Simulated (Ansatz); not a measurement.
C5H10O2 can be A, `COC1CCCO1`, or B, `CCOC(=O)CC`.

Isolated molecules relaxed with PBE0-D4/def2-TZVP in Ansatz; ΔE leaves out vibrations. CCSD(T)/CBS adds triple-zeta CCSD(T) − MP2 to the extrapolated MP2 energy (def2 sets, frozen cores). DFT in def2-TZVPP. B3LYP here is the variant with VWN-RPA as its local correlation; programs differ in this. One conformer a species, not always the lowest.

(1) Which is lower in electronic energy at CCSD(T)/CBS, and by how much? (Estimate.)

(2) Give E(B) − E(A) in kcal/mol with ωB97M-V, CCSD(T)/def2-TZVPP, PBE-D4, B3LYP, MP2/def2-TZVPP, B3LYP-D4, B2PLYP. (An estimate is asked.)

Largest T1 diagnostic: 0.013.

Results:

(1) Computed: B, by 22.0 kcal/mol.

(2) Ansatz gave: ωB97M-V -22.4, CCSD(T)/def2-TZVPP -22.1, PBE-D4 -24.0, B3LYP -26.6, MP2/def2-TZVPP -22.1, B3LYP-D4 -25.2, B2PLYP -25.3. None reverses the order clearly.

In def2-TZVPP, CCSD(T) changes the Hartree–Fock value by +4.0 kcal/mol (the triples alone add −0.4 kcal/mol) and MP2 by +3.9 kcal/mol. From PBE to PBE0 (25 % exact exchange), in def2-TZVPP and without D4, E(B) − E(A) moves by +2.7 kcal/mol.
